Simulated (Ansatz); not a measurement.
Results of r²SCAN (PAW; Ansatz, an electronic-structure program) for rock-salt HfC.

Numerical settings: plane-wave cutoff 600 eV, 16×16×16 k mesh, Fermi–Dirac smearing 0.1 eV, finite displacements, scalar-relativistic PAW data made under PBE.

Computed at the level's own relaxed cell.

Harmonic phonon frequencies (cm⁻¹; i marks an imaginary mode):

```tsv
q point	frequencies
Γ	(withheld)
X	151 151 194 489 489 589
L	(withheld)
```

Question: Fill in the missing entries.

Answer: 
- Γ, frequencies: 0 0 0 423 423 423
- L, frequencies: 131 131 244 552 552 706

No imaginary mode appears at these points.
